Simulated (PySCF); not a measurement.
Isomers of C3HF2N. Level of theory: PySCF, PBE0-D3(BJ)/def2-SVP geometry optimisation, gas phase. Energies are electronic, without zero-point or thermal terms, for one conformer each. No frequencies were run at this level. Point groups hold within 0.08 Å.

Question: Order them by energy at this level, lowest first, and give relative energies in kcal/mol.
A. `C(#N)/C(=C\F)F`
B. `FC(F)=CC#N`

Answer: B (0.0), A (14.8).

As drawn, the lower has two fluorines on one carbon, which the higher lacks.

```csv
SMILES,E (Eh),E rel (kcal/mol),dipole (D),point group,"A, B, C (MHz)"
N#CC=C(F)F,-368.64435,0.0,3.42,Cs,"10592, 2213, 1830"
N#C/C(F)=C\F,-368.62075,14.8,3.43,Cs,"4628, 3420, 1967"
```

Q: How do the relative energies change in single points at PBE0/pcSseg-1 (no added dispersion term) on the same geometries?

A: 
```tsv
SMILES	PBE0-D3(BJ)/def2-SVP (kcal/mol)	PBE0/pcSseg-1 (kcal/mol)	shift
N#CC=C(F)F	0.0	0.0	0.0
N#C/C(F)=C\F	14.8	14.1	-0.7
```

Each column counts from its own lowest isomer. The order is unchanged; the largest shift is 0.7 kcal/mol.
